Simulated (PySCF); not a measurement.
Compound: nitrosyl fluoride, FNO.
Bonds: O1–N2 (double), N2–F3.

Method: EOM-EE-CCSD/aug-cc-pVTZ in PySCF, restricted Hartree–Fock reference, 3 core orbitals frozen, non-relativistic, gas phase, PBE0-D3(BJ)/def2-SVP geometry.

Q: Give the EOM-CCSD singlets and triplets.

A: 
```json
{"state": "singlet 1", "E (eV)": "4.16", "λ (nm)": "298", "main singles (HF orbitals, share of the singles part)": "HOMO→LUMO 90 %"}
{"state": "singlet 2", "E (eV)": "6.91", "λ (nm)": "179", "main singles (HF orbitals, share of the singles part)": "HOMO-2→LUMO 91 %"}
{"state": "singlet 3", "E (eV)": "7.54", "λ (nm)": "164", "main singles (HF orbitals, share of the singles part)": "HOMO-1→LUMO 66 %, HOMO→LUMO+10 8 %"}
{"state": "singlet 4", "E (eV)": "9.63", "λ (nm)": "129", "main singles (HF orbitals, share of the singles part)": "HOMO-2→LUMO+10 25 %, HOMO-2→LUMO+5 17 %, HOMO-2→LUMO+8 16 %"}
{"state": "triplet 1", "E (eV)": "3.20", "λ (nm)": "387", "main singles (HF orbitals, share of the singles part)": "HOMO→LUMO 89 %"}
{"state": "triplet 2", "E (eV)": "6.17", "λ (nm)": "201", "main singles (HF orbitals, share of the singles part)": "HOMO-1→LUMO 73 %"}
```

Q: What is the vertical gap between the lowest excited singlet and the lowest triplet?

A: 4.16 − 3.20 = 0.96 eV (93 kJ/mol). Both are led by HOMO→LUMO.

The first EOM-IP-CCSD ionisation energy is 12.97 eV, 3.34 eV above the highest singlet listed and 8.81 eV above the lowest.

T1 diagnostic 0.021. EOM-CCSD puts states of mainly double-excitation character too high. An iterative search for so few roots can pass over a low state.
